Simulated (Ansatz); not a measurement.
Antiferromagnetic bcc Cr, treated with BLYP (Ansatz, a program for electronic structure, plane waves, PAW).

Numerical settings: plane-wave cutoff 520 eV, 20×20×20 k mesh, Fermi–Dirac smearing 0.05 eV, spin-polarised with opposed moments, scalar-relativistic PAW data made under PBE.

Cell (relaxed at this level):

```xyz
2
Lattice="2.9033 0.0000 0.0000 0.0000 2.9033 0.0000 0.0000 0.0000 2.9033" Properties=species:S:1:pos:R:3 pbc="T T T"
Cr     0.0000     0.0000     0.0000
Cr     1.4516     1.4516     1.4516
```
Starting moments (μB, in the order of the record's atoms Cr Cr): 1.5 -1.5.

What does this level give for the bulk modulus, magnetic moment (largest site, within a sphere) and pressure derivative B′ of the bulk modulus?


- bulk modulus: 160 GPa
- magnetic moment (largest site, within a sphere): 1.17 μB
- pressure derivative B′ of the bulk modulus: 6.5

The run finds no gap.

Measured, for comparison: bulk modulus 194 GPa (corrected for temperature and zero-point phonon effects, our sources range from 174 to 205; as tabulated in Levämäki et al. (2014), arXiv:1402.3671). Computed (rounded) less measured: bulk modulus not scored (sources differ).

Note: the commensurate order stands in for chromium's spin-density wave, and the size of the moments varies much between levels; the collinear magnetic order is the start's and need not be the measured one.

Moments are spin moments.

The computed numbers hold no vibrational or temperature effects.

Cost on a shared machine: about 3 core-minutes (a rough figure).
